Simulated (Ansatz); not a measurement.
System: HfO₂ (P2₁/c, No. 14). Method: r²SCAN-D4 (Ansatz, an electronic-structure program, plane waves, PAW).

Settings: plane-wave cutoff 500 eV, 8×8×8 k mesh, gaussian smearing 0.02 eV, scalar-relativistic PAW data made under PBE.

Cell (relaxed at this level):

```
CELL_PARAMETERS angstrom
      5.10282     0.00000     0.00752
      0.00000     5.17769     0.00000
     -0.86998     0.00000     5.20778
ATOMIC_POSITIONS crystal
  Hf 0.27637 0.45841 0.70819
  Hf 0.72363 0.54159 0.29181
  Hf 0.72363 0.95841 0.79181
  Hf 0.27637 0.04159 0.20819
  O  0.44743 0.74206 0.97926
  O  0.55257 0.25794 0.02074
  O  0.55257 0.24206 0.52074
  O  0.44743 0.75794 0.47926
  O  0.07128 0.33607 0.34197
  O  0.92872 0.66393 0.65803
  O  0.92872 0.83607 0.15803
  O  0.07128 0.16393 0.84197
```

Problem. What does this level give for the band gap?

Solution. 
- band gap: 4.60 eV (on the SCF k mesh)

Measured, for comparison: band gap 5.7 eV (temperature not stated, not corrected to a static lattice, our sources range from 5.70 to 5.84; as tabulated in Choudhary et al. (2018), arXiv:1804.01032).

Note: the relaxation could not lower the start's symmetry, so the cell can be a saddle point above a distorted one.

Spin–orbit coupling is not included.

Cost on a shared machine: very roughly 24 core-minutes.
